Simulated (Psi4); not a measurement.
# UPBE/6-31G(d) (spherical functions, sweep point 6) run of NH2 (SMILES [NH2])

Aim: the vertical electron affinity of NH2 at UPBE/6-31G* (spherical functions, sweep point 6), from 2 runs. 

The results are computed with Psi4 1.11.

4 further runs of the same task are left out: 4 set aside as unsound or not needed.

### 1 The structure to begin with

NH2: 3 atoms, total charge 0, spin state doublet. SMILES: `[NH2]`. The coordinates come from a GFN2-xTB relaxation.

Bond lengths: N1–H2 1.014 Å, N1–H3 1.014 Å. Angles: H2–N1–H3 110.0°.

### 2 The energy at UPBE/6-31G(d) (spherical functions, sweep point 6)

File h2n.dat:

```
memory 1600 MB

molecule {
  0 2
  N      0.58048607    -0.34432700     0.28618012
  H      0.29400359     1.55006675     0.33030523
  H     -0.87448966    -1.20572086    -0.61646646
  units bohr
  symmetry c1
}

set reference uks
set puream true
set scf_type pk
set dft_radial_points 99
set dft_spherical_points 590
set maxiter 100

energy('pbe/6-31G*')
```

Command:

```
$ psi4 -i h2n.dat -o h2n.out -n 1
```

h2n.out (excerpt; [...] marks lines left out):

```text
[...]
  Running in c1 symmetry.
[...]
  Nuclear repulsion =    7.623248643408305
[...]
  Multiplicity = 2
[...]
  Nalpha       = 5
  Nbeta        = 4
[...]
    Number of basis functions: 18
[...]
   @UKS iter   1:   -55.67267992758303   -2.21804e-01   2.79076e-02 ADIIS/DIIS
[...]
   @UKS iter   8:   -55.79281474673623   -2.78632e-10   1.42067e-07 DIIS
[...]
   @S^2 Observed:                7.524087170E-01
[...]
    Orbital Energies [Eh]
    ---------------------
    Alpha Occupied:
       1A    -14.010093     2A     -0.770303     3A     -0.432179
       4A     -0.253392     5A     -0.250844
    Alpha Virtual:
       6A      0.061161     7A      0.134587     8A      0.612264
       9A      0.664823    10A      0.673299    11A      0.750977
      12A      0.850017    13A      1.037077    14A      1.572477
      15A      1.611969    16A      1.614262    17A      2.040726
      18A      2.315629
    Beta Occupied:
[...]
  @UKS Final Energy:   -55.79281474673623
   => Energetics <=
    Nuclear Repulsion Energy =              7.6232486434083047
    One-Electron Energy =                 -90.3553491981136432
    Two-Electron Energy =                  34.4794838432613773
    DFT Exchange-Correlation Energy =      -7.5401980352922635
    Empirical Dispersion Energy =           0.0000000000000000
    VV10 Nonlocal Energy =                  0.0000000000000000
    Total Energy =                        -55.7928147467362265
[...]
 Multipole Moments:
 ------------------------------------------------------------------------------------
     Multipole            Electronic (a.u.)      Nuclear  (a.u.)        Total (a.u.)
 ------------------------------------------------------------------------------------
 L = 1.  Multiply by 2.5417464519 to convert [e a0] to [Debye]
 Dipole X            :          0.1738009           -0.8411302           -0.6673293
 Dipole Y            :         -0.0928959            0.4500467            0.3571508
 Dipole Z            :         -0.0000000            0.0000000           -0.0000000
 Magnitude           :                                                    0.7568917
[...]
```

Wall time 2.8 s (1 thread of Intel Xeon 6975P-C (Granite Rapids), shared host); peak memory 0.3 GiB.

### 3 The singlet anion, same level

File h2n.in:

```
memory 1.6 GB

molecule system {
  -1 1
  N      0.58048607    -0.34432700     0.28618012
  H      0.29400359     1.55006675     0.33030523
  H     -0.87448966    -1.20572086    -0.61646646
  units au
  symmetry c1
}

set globals {
  puream true
  scf_type pk
  dft_radial_points 99
  dft_spherical_points 590
}

result, w = energy("pbe/6-31G*", return_wfn=True)
print_variables()
```

Command:

```
$ psi4 -i h2n.in -o h2n.out -n 1
```

h2n.out (excerpt; [...] marks lines left out):

```text
[...]
  Running in c1 symmetry.
[...]
  Nuclear repulsion =    7.623248643408305
[...]
  Multiplicity = 1
[...]
  Nalpha       = 5
  Nbeta        = 5
[...]
    Number of basis functions: 18
[...]
   @RKS iter   1:   -55.30460961862723    1.46266e-01   5.49932e-02 ADIIS/DIIS
[...]
   @RKS iter   8:   -55.75571583143287   -2.79966e-09   2.00737e-07 DIIS
[...]
    Orbital Energies [Eh]
    ---------------------
    Doubly Occupied:
       1A    -13.555552     2A     -0.336157     3A     -0.038551
       4A      0.153326     5A      0.220247
[...]
  @RKS Final Energy:   -55.75571583143287
   => Energetics <=
    Nuclear Repulsion Energy =              7.6232486434083047
    One-Electron Energy =                 -94.0389749972728737
    Two-Electron Energy =                  38.5071288165821173
    DFT Exchange-Correlation Energy =      -7.8471182941504134
    Empirical Dispersion Energy =           0.0000000000000000
    VV10 Nonlocal Energy =                  0.0000000000000000
    Total Energy =                        -55.7557158314328660
[...]
 Multipole Moments:
 ------------------------------------------------------------------------------------
     Multipole            Electronic (a.u.)      Nuclear  (a.u.)        Total (a.u.)
 ------------------------------------------------------------------------------------
 L = 1.  Multiply by 2.5417464519 to convert [e a0] to [Debye]
 Dipole X            :          0.3830916           -0.8411302           -0.4580386
 Dipole Y            :         -0.2047997            0.4500467            0.2452471
 Dipole Z            :         -0.0000000            0.0000000           -0.0000000
 Magnitude           :                                                    0.5195627
[...]
```

It took 2.4 s on 1 thread of Intel Xeon 6975P-C (Granite Rapids), shared host; peak memory 0.3 GiB.

### 4 What came out

At UPBE/6-31G* (spherical functions, sweep point 6):

| quantity | value |
| --- | --- |
| doublet NH2: total energy | -55.79281 Eh |
| doublet NH2: dipole moment | 1.92 D |
| doublet NH2: HOMO energy (highest over α and β) | -6.22 eV |
| doublet NH2: LUMO energy (lowest over α and β) | -3.76 eV |
| doublet NH2: ⟨S²⟩ | 0.752 |
| singlet anion: total energy | -55.75572 Eh |
| singlet anion: HOMO energy | 5.99 eV |
| singlet anion: LUMO energy | 9.94 eV |
| singlet anion: HOMO–LUMO gap (to an unbound level, set by the basis) | 3.95 eV |
| vertical electron affinity (to the singlet anion) | -1.010 eV |

The anion lies 1.01 eV (23 kcal/mol) above the neutral: the electron isn't bound at this level, and such a value depends on the basis. Without diffuse functions anions come out too high. The HOMO (singlet anion) lies at positive energy, 5.99 eV, as semi-local functionals often give for anions; only total energies tell whether the electron is bound.
